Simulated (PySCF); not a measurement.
# C6H6: the cost of one run

Programs: PySCF 2.14.0, with density-fitted response routines of our own. Each step states its level of theory. These are calculated values for one molecule, in the gas phase or a continuum, unless marked as measured. Atoms are numbered from 0 throughout.

## 1. The starting structure

12 atoms, charge 0, multiplicity 1; geometry from: GFN2-xTB. The atoms were then displaced at random by about 0.01 Å, so the start is not that level's minimum.

Bonds of the start (Å): C0–C1 1.36, C1–C2 1.39, C2–C3 1.33, C3–C4 1.39, C4–C5 1.39, C5–C0 1.42, C0–H6 1.09, C1–H7 1.10, C2–H8 1.08, C3–H9 1.11, C4–H10 1.09, C5–H11 1.07.

## 2. Geometry optimisation at PBE0-D3(BJ)/def2-TZVP

Job settings and geometry (Å):

```
{"job": {"xc": "PBE0", "basis": "def2-TZVP", "d3": "d3bj", "grid": 2, "shake": 0.01, "kind": "geom"}, "charge": 0, "multiplicity": 1}
C      0.975670     0.976550    -0.016670
C      1.339880    -0.330820    -0.016760
C      0.370220    -1.330850    -0.005320
C     -0.921920    -1.000040     0.012230
C     -1.348340     0.319470    -0.000420
C     -0.394180     1.333110    -0.010000
H      1.710410     1.782010    -0.035100
H      2.411020    -0.575360    -0.028820
H      0.693320    -2.359760     0.027580
H     -1.703280    -1.786730     0.039830
H     -2.404300     0.578230     0.029040
H     -0.688820     2.365900    -0.004630
```

On the command line:

```sh
$ OMP_NUM_THREADS=2 python probes_run.py task.json out
```

One launch serves the whole session: the jobs run in the order shown.

**Question.** How long does this first job take on 2 threads of AMD EPYC, shared host, and how much memory does it need?

About 5.4 min, with a peak of 1.2 GiB.
